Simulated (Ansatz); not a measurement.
Ansatz (an electronic-structure program) input (CCSD(T)/cc-pVQZ):

Ansatz 0.2 input:
```yaml
crystal:
  periodic: [false, false, false]
  atoms:
    - {symbol: N, position_ang: [-1.17990933, -0.14325443, -0.00489813]}
    - {symbol: N, position_ang: [-0.09167394, 0.33877156, 0.01039406]}
    - {symbol: O, position_ang: [1.11263537, -0.17107749, -0.00480894]}
basis:
  gaussian:
    orbitals: cc-pVQZ
total_charge: -1
magnetization: {spin_polarized: true, initial_magnetization: 1}
correlation: {method: ccsd_t, electrons: outside_noble_gas}
```

Output:

```
Functional definition: HF
integrals: 0.77 GiB planned
1028 factors; integrals over basis functions are off by at most 4.8e-4 eV
mean field: 0.47 GiB planned
mean field evaluation 1: about -4996.0641 eV, gradient 2.9e1 eV
mean field evaluation 2: about -4996.0658 eV, gradient 2.9e1 eV
mean field evaluation 4: about -4999.4998 eV, gradient 3.7e0 eV
mean field evaluation 8: about -4999.6977 eV, gradient 6.5e-1 eV
mean field evaluation 16: about -4999.7674 eV, gradient 2.8e-1 eV
mean field evaluation 32: about -4999.7404 eV, gradient 3.3e-1 eV
mean field evaluation 64: about -4999.7052 eV, gradient 9.1e-1 eV
mean field evaluation 96: about -4995.1068 eV, gradient 6.3e0 eV
mean field evaluation 128: about -4996.1934 eV, gradient 2.6e-3 eV
mean field evaluation 160: about -4996.0616 eV, gradient 3.6e0 eV
mean field evaluation 192: about -4997.0695 eV, gradient 2.0e-1 eV
mean field evaluation 224: about -4996.5740 eV, gradient 3.2e-2 eV
mean field -4999.77029672 eV, -183.7381694383 hartree, gradient 3.2e-6 eV, S^2 0.848043; 7 other end points of the search recorded, 0 dependent functions left out
determinant -4999.77029672 eV, -183.7381694383 hartree, with singles and doubles -5018.07689112 eV, -184.4109243738 hartree
determinant -4997.30372120 eV, -183.6475244601 hartree, with singles and doubles -5014.88440591 eV, -184.2936027064 hartree
determinant -4997.28843328 eV, -183.6469626393 hartree, with singles and doubles -5015.23774725 eV, -184.3065877613 hartree
determinant -4997.07018997 eV, -183.6389423456 hartree, with singles and doubles -5015.45117413 eV, -184.3144310545 hartree
determinant -4996.57411252 eV, -183.6207118355 hartree, with singles and doubles -5014.94411961 eV, -184.2957971444 hartree
3 core orbitals not correlated
reference -4999.77029672 eV, -183.7381694383 hartree; 9, 8 occupied and 153, 154 virtual orbitals, 1028 factors
second order -18.05340001 eV of doubles, -0.00000000 eV of singles
coupled cluster: 2.18 GiB planned
cycle   1  -18.02781245 eV  change    -1.8e0 eV  update   2.4e-2
cycle   2  -18.09970942 eV  change   -7.2e-2 eV  update   9.0e-3
cycle   3  -18.09142220 eV  change    8.3e-3 eV  update   5.9e-3
cycle   4  -18.10130930 eV  change   -9.9e-3 eV  update   4.2e-3
cycle   5  -18.11069381 eV  change   -9.4e-3 eV  update   2.6e-3
cycle   6  -18.11442155 eV  change   -3.7e-3 eV  update   1.2e-3
cycle   7  -18.11541175 eV  change   -9.9e-4 eV  update   5.4e-4
cycle   8  -18.11552049 eV  change   -1.1e-4 eV  update   2.7e-4
cycle   9  -18.11544462 eV  change    7.6e-5 eV  update   1.7e-4
cycle  10  -18.11516979 eV  change    2.7e-4 eV  update   6.8e-5
cycle  11  -18.11519712 eV  change   -2.7e-5 eV  update   3.6e-5
cycle  12  -18.11517968 eV  change    1.7e-5 eV  update   1.5e-5
coupled cluster: 2.19 GiB planned
perturbative correction -0.97990034 eV, -0.0360106734 hartree
Total energy: -5018.86537674 eV, -184.4399006859 hartree
```
